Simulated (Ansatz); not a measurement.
[OH···H···H], doublet: transfer scan

Starting geometry:

```tsv
atom	x (Å)	y (Å)	z (Å)
O	-0.1530	-0.0491	0.0000
H	-0.4023	0.8775	0.0000
H	0.8065	-0.0491	0.0000
H	2.0240	-0.0491	0.0000
```

From there H3 is moved from one fragment to the other while all else, the fragments' distance too, stays fixed, so the hump isn't the reaction's barrier; atoms are numbered as listed. Energies are in kcal/mol, counted from the starting geometry at the same level.

Basis 6-31G; Ansatz 0.2.0. Only valence electrons are correlated (noble-gas cores frozen). R marks a restricted (for open shells ROHF) determinant.

For open shells CISD is restricted-active-space CI with the open shells as a complete middle space.

Full CI is exact within this basis and frozen core; it isn't the basis-set limit.

```
distance O1-H3 (Å)  full CI  unpaired electrons (full CI)  error RHF  error RMP2  error CISD  error RCCSD(T)  error RCCSDT  error RCCSDTQ
             0.892      4.4                          1.01       -2.8        -0.3        -0.4             0.0           0.0            0.0
             0.960      0.0                          1.02        0.0         0.0         0.0             0.0           0.0            0.0
             1.027      0.6                          1.02        3.3         0.5         0.5             0.0           0.0            0.0
             1.095      3.5                          1.02        7.2         1.2         1.2             0.1           0.0            0.0
             1.162      6.4                          1.03       11.6         1.6         1.7             0.1           0.1            0.0
             1.230      8.0                          1.03       11.6         6.9         2.7             0.1           0.0            0.0
             1.297      7.6                          1.03        5.4         9.0         2.0             0.0           0.0            0.0
             1.365      6.1                          1.02        0.1         7.9         0.9             0.0          -0.1            0.0
             1.432      5.1                          1.02       -3.8         6.8         0.0            -0.1          -0.1            0.0
```

Unpaired electrons are Σ n²(2−n)² over natural occupations. Errors are those of relative energies. In total energy the starting point itself misses full CI by: RHF 87.6, RMP2 5.7, CISD 4.6, RCCSD(T) 0.4, RCCSDT 0.3, RCCSDTQ 0.0 kcal/mol.

Spread of the error over the points with a reference, to 1.432 Å (largest less smallest): RCCSDTQ 0.0, RCCSDT 0.2, RCCSD(T) 0.2, CISD 3.1, RMP2 9.3, RHF 15.4 kcal/mol.
